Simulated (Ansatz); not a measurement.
`C=C(C)C(C)C` and `C=C(C)CC` differ in one atom or group.

Ansatz, PBE0-D4/def2-TZVP geometries, multiplicity 1. Each molecule was computed in one conformer, which needn't be the lowest.

```tsv
property	`C=C(C)C(C)C`
HOMO–LUMO gap (PBE/def2-TZVPP) / eV	5.46
size of the dipole moment (PBE/def2-TZVPP) / D	0.53
HOMO energy (ωB97M-V/def2-TZVPP) / eV	-9.28
LUMO energy (B3LYP/def2-TZVPP) / eV	0.33
LUMO energy (PBE0/def2-TZVPP) / eV	0.57
HOMO–LUMO gap (PBE0/def2-TZVPP) / eV	7.60
```

Give the same properties after the change, and the shifts. (Estimate.)

Computed: 
```
                                      property  `C=C(C)CC`  shift
           HOMO–LUMO gap (PBE/def2-TZVPP) / eV        5.42  -0.04
size of the dipole moment (PBE/def2-TZVPP) / D        0.59   0.06
         HOMO energy (ωB97M-V/def2-TZVPP) / eV       -9.28   0.00
           LUMO energy (B3LYP/def2-TZVPP) / eV        0.26  -0.07
            LUMO energy (PBE0/def2-TZVPP) / eV        0.52  -0.05
          HOMO–LUMO gap (PBE0/def2-TZVPP) / eV        7.55  -0.05
```

Dipoles are sizes alone; their direction can turn.

B3LYP here is the variant with VWN-RPA as its local correlation; programs differ in this.
